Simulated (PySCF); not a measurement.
**Adding and removing an electron: BH**

PBE0; basis B def2-TZVP, H def2-TZVP; no relativity; PySCF 2.14. Neutral (UKS): singlet (closed shell), Re = 1.241 Å, ωe = 2329 cm⁻¹, De = 3.49 eV, HOMO -6.67 eV, LUMO -2.34 eV.

BH⁺ (UKS): doublet (σ ↑), Re = 1.208 Å, ωe = 2534 cm⁻¹, De = 2.62 eV to B⁺ + H. The energies at the minima are -25.24751 hartree for BH and -24.89788 for BH⁺.

(1) Work out the adiabatic ionisation energy, without and with harmonic zero-point energies (1 hartree = 27.2114 eV, 1 eV = 8065.5 cm⁻¹), and the change of the bond length.

For an ion De counts to the pair picked by the measured ionisation energies or electron affinities, which need not be the lowest pair at this level. States were picked by a PBE0 search and need not be the measured ground states.

Results:

(1) At PBE0: 0.34963 hartree = 9.514 eV between the minima; the zero-point term (2534.0 − 2329.0)/2 cm⁻¹ = +0.013 eV makes it 9.527 eV. Re changes by -3.3 pm against the neutral. Minus the HOMO energy is 6.67 eV, -2.84 eV from the value between the minima; self-interaction puts the Kohn–Sham level too high, less so with exact exchange. The electron leaves a σ orbital, and the shorter bond of the ion fits an antibonding orbital, or a change in how ionic the bond is.
